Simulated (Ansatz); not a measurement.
A made-up structure of NaH₂O (charge +1), closed shell:

```xyz
4
angstrom
O -0.2321 0.0729 -0.1599
Na 1.7431 -0.5473 1.2013
H -1.1320 0.5647 0.1747
H -0.3791 -0.0903 -1.2161
```

It is relaxed with PBE-D4/def2-SVP and then PBE0-D4/def2-TZVP (Ansatz 0.2.0). Atoms count as bonded within 1.22 times the sum of their covalent radii (H–H: 0.88 Å). The end point is not checked to be a true minimum.

**Question.** Does its bonding change? (Judge from chemistry; the calculation decides.)

**Answer.** By the calculation: No: no bond forms or breaks.

Where it ends: The first stage lowers the energy by 0.51 eV in 6 steps. It ends as NaH₂O ([OH2][Na]), total charge +1:
O1  (-0.207, 0.065, -0.143)
Na2  (1.556, -0.489, 1.072)
H3  (-1.011, 0.504, 0.156)
H4  (-0.338, -0.081, -1.086)
(Å)

Labels in which every atom is bracketed show which atoms are joined, not bond orders.

For scale, one of the runs: PBE0-D4/def2-TZVP relaxation, 75 basis functions, launched by `ansatz run in.yaml --threads 2 --pin off --events-out ev --progress --plain --max-ram 4352MiB`. Hardware: 2 CPU threads of an Arm Neoverse V2, shared host. Wall time about 4.1 s.
